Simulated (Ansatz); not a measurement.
# Structure relaxation of RbP3

Level of theory: DFT PBE, scalar-relativistic, plane waves, PAW (Ansatz 0.2.0).

RbP3 was placed on the sites of a reported GeP3 cell (R-3m, No. 166), with Rb in place of Ge, at a guessed volume.

Input of the last, converged step (default PAW datasets):

```yaml
crystal:
  lattice:
    - [4.3023069455, 2.4839380731, 4.8621595874]
    - [-4.3023069455, 2.4839380731, 4.8621595874]
    - [0.0, -4.9678761462, 4.8621595874]
  atoms:
    - { symbol: Rb, position: [0.2629740092, 0.2629740092, 0.2629740092] }
    - { symbol: Rb, position: [0.7370259908, 0.7370259908, 0.7370259908] }
    - { symbol: P, position: [0.8384990022, 0.1837993129, 0.8384990022] }
    - { symbol: P, position: [0.8384990022, 0.8384990022, 0.1837993129] }
    - { symbol: P, position: [0.1837993129, 0.8384990022, 0.8384990022] }
    - { symbol: P, position: [0.1615009978, 0.8162006871, 0.1615009978] }
    - { symbol: P, position: [0.8162006871, 0.1615009978, 0.1615009978] }
    - { symbol: P, position: [0.1615009978, 0.1615009978, 0.8162006871] }
basis:
  ecutwfc: 420
kpoints:
  mp_grid: { grid: [6, 6, 6] }
hamiltonian:
  xc: pbe
scf:
  occupations: { method: gaussian, width: 0.02 }
output:
  forces: true
  stress: true
  eigenvalues: true
relax:
  adjacent_minimum: "off"
  f_tol: 0.01
  max_steps: 80
  cell: { stress_tol: 0.05 }
```

Launched as:

```bash
ansatz run input.yaml --threads 1 --pin off --max-ram 2560MiB --backend cpu --events-out ev --progress --plain --runs-dir out
```

It took 3.4 min on 1 thread of Arm Neoverse V1, with other jobs on the host, peak memory 0.59 GiB.

The program printed at the end:

```
SCF converged after 5 iterations
Free energy (F): -11069.509578 eV
Harris-Foulkes:  -11069.509578 eV  (|F-HF|=1.46e-11)
Internal energy: -11069.509578 eV  (E = F + TS)
E sigma→0 (E₀):  -11069.509578 eV
Fermi energy:    2.993870 eV
--- Per-component energies (eV) ---
  E_band       = -287.773958
  E_kinetic    = 799.235324
  E_local      = -2295.416577  (includes V_loc(G=0)·N_el)
  E_nonlocal   = 550.309531
  E_hartree    = 704.534600
  E_xc         = -625.509228
  E_vxc        = -631.885639  (∫ρ·V_xc dr)
  E_paw        = -8651.969846  (= ΣΔE_a)
  E_vpaw       = -119.085791  (= ΣTr[D̂ρ^β])
  E_aug_tail   = 0.000018  (compensation charges beyond the density's cutoff)
  E_ewald      = -1550.693400
  E_smearing   =  0.000000  (= −TS)
  E_closure    =  0.000000  (closes the sum)
  Σ components = -11069.509578   (vs F -11069.509578, Δ=0.00e0)
--- Forces (eV/Å), atoms counted from 1 ---
  atom   1  Rb     0.00000000     0.00000000     0.00036218
  atom   2  Rb     0.00000000     0.00000000    -0.00036218
  atom   3  P     -0.00191061     0.00110309    -0.00105980
  atom   4  P      0.00000000    -0.00220619    -0.00105980
  atom   5  P      0.00191061     0.00110309    -0.00105980
  atom   6  P      0.00191061    -0.00110309     0.00105980
  atom   7  P     -0.00191061    -0.00110309     0.00105980
  atom   8  P      0.00000000     0.00220619     0.00105980
  max |Σ_I F_I| component: 3.68e-17 eV/Å
--- Stress (GPa, compression-positive) ---
        0.000655       0.000000       0.000000
        0.000000       0.000655       0.000000
        0.000000       0.000000       0.025525
  P = ⅓ Tr σ = 0.0089 GPa (0.089 kbar)
--- Relaxed structure (8 steps of the walk, 8 accepted, 1 SCFs on fresh bases) ---
  F+E_penalty+E_count = -11069.50957831 eV   max|allowed force component| = 2.206e-3 eV/Å   (the final SCF, on the basis selected at the relaxed cell)
  cell:  # Å, volume = 304.7712 Å³
    - [4.133044, 2.386214, 5.150427]
    - [-4.133044, 2.386214, 5.150427]
    - [0.000000, -4.772428, 5.150427]
  atoms:
    - { symbol: Rb, position: [0.249642, 0.249642, 0.249642] }
    - { symbol: Rb, position: [0.750358, 0.750358, 0.750358] }
    - { symbol: P, position: [0.836429, 0.195864, 0.836429] }
    - { symbol: P, position: [0.836429, 0.836429, 0.195864] }
    - { symbol: P, position: [0.195864, 0.836429, 0.836429] }
    - { symbol: P, position: [0.163571, 0.804136, 0.163571] }
    - { symbol: P, position: [0.804136, 0.163571, 0.163571] }
    - { symbol: P, position: [0.163571, 0.163571, 0.804136] }
```

Absolute energies hang on the potentials; compare differences alone.

The result has space group R-3m (No. 166). Rb is coordinated by 6 P at 3.61–3.64 Å; around P lie 2 P at 2.18 Å.

Against the elements it lies at -0.096 eV/atom. Energies over the elements count from the elements' standard structures at the same level, with no empirical corrections.

Symmetry constrained the relaxation, so the result can be a saddle point.